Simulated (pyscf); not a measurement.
H₃C–GaH–CH₃ (SMILES [CH3][GaH][CH3]) + H₂ (SMILES [H][H]) → H₃C–GaH–CH₃ (SMILES [CH3][GaH][CH3]) + H₂ (SMILES [H][H]) (four-centre exchange; singlet surface; C–H, H–H broken, C–H, H–H formed). Structures and frequencies: ωB97X-D3(BJ)/def2-SVP in PySCF. Energies in kcal/mol from the separated reactants.

```csv
level,barrier,reaction energy
ωB97X-D3(BJ)/def2-TZVP,…,0.0
B3LYP-D3(BJ)/def2-TZVP,111.5,0.0
PBE0-D3(BJ)/def2-TZVP,110.2,0.0
M06-2X/def2-TZVP,…,0.0
ωB97M-D3(BJ)/def2-TZVP,113.3,0.0
HF/def2-TZVP,141.3,0.0
```

Q: Fill in the missing entries.

A: 
- ωB97X-D3(BJ)/def2-TZVP, barrier: 117.4
- M06-2X/def2-TZVP, barrier: 117.3

The functionals in the table span 7.2 kcal/mol in this barrier, from PBE0-D3(BJ) to ωB97X-D3(BJ)/def2-TZVP. The same reactants have a lower exit, to CH₄ + H₃C–GaH₂ (barrier +31.3 kcal/mol at ωB97M-D3(BJ)/def2-TZVP, against +113.3 kcal/mol here). Another saddle between the same species, by other bonds, lies lower (27.3 kcal/mol against 113.3 kcal/mol at ωB97M-D3(BJ)/def2-TZVP). Elements up to Kr have no core potential and no relativistic terms here.
